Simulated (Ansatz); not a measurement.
Species: C3H5, charge 0, multiplicity 2. It need not be the lowest isomer of its formula. 
Coordinates optimised at B3LYP-D3(BJ)/def2-TZVP (Ansatz, a first-principles code):
```xyz
8

C      1.2292     0.0009    -0.1567
C     -0.0488     0.4045     0.1708
H      1.4132    -0.9792    -0.5791
H      2.0821     0.6464    -0.0030
H     -0.1688     1.3993     0.5910
C     -1.1860    -0.3590     0.0055
H     -2.1617     0.0140     0.2820
H     -1.1312    -1.3584    -0.4083
```
Charge 0, spin multiplicity 2.

Total electronic energies in hartree. Correlated levels leave the core frozen unless marked. Open shells are spin-unrestricted. No spin-orbit coupling. No relativistic terms. CBS(X,Y): correlation extrapolated as X^-3; Hartree-Fock from the larger set. [CCSD(T)-MP2]/basis is that difference in the basis named.

The UHF reference is spin-contaminated (<S^2> 0.20 over the pure value in the largest basis). 

```json
[
 {"level": "RI-HF/cc-pVTZ", "program": "Ansatz", "energy (Eh)": "-116.51143"},
 {"level": "B97M-V/def2-TZVPD", "program": "Ansatz", "energy (Eh)": "-117.30400"},
 {"level": "B3LYP-D4/def2-TZVPD", "program": "Ansatz + dftd4", "energy (Eh)": "-117.31708"},
 {"level": "PBE0-D4/def2-TZVPD", "program": "Ansatz + dftd4", "energy (Eh)": "-117.15560"},
 {"level": "PBE0/def2-TZVP", "program": "Ansatz", "energy (Eh)": "-117.15207"},
 {"level": "BHLYP/def2-TZVPD", "program": "Ansatz", "energy (Eh)": "-117.22967"},
 {"level": "r2SCANh/def2-TZVPD", "program": "Ansatz", "energy (Eh)": "-117.22481"},
 {"level": "LC-wPBE/def2-TZVPD", "program": "Ansatz", "energy (Eh)": "-117.21790"},
 {"level": "B2GP-PLYP-D3(BJ)/def2-TZVPD", "program": "Ansatz + dftd3", "energy (Eh)": "-117.15921"},
 {"level": "B2GP-PLYP/def2-TZVPD", "program": "Ansatz", "energy (Eh)": "-117.15692"},
 {"level": "MP2/6-31G*", "program": "Ansatz", "energy (Eh)": "-116.81018"},
 {"level": "MP2/aug-cc-pVDZ", "program": "Ansatz", "energy (Eh)": "-116.86763"},
 {"level": "MP2/cc-pVTZ", "program": "Ansatz", "energy (Eh)": "-116.96820"},
 {"level": "CCSD/6-31G", "program": "Ansatz", "energy (Eh)": "-116.70346"},
 {"level": "RI-MP2/CBS(cc-pVTZ,cc-pVQZ)+[CCSD(T)-MP2]/cc-pVTZ", "program": "Ansatz", "energy (Eh)": "-117.0912"}
]
```

Totals of different functionals don't rank their quality; only differences between species are comparable.
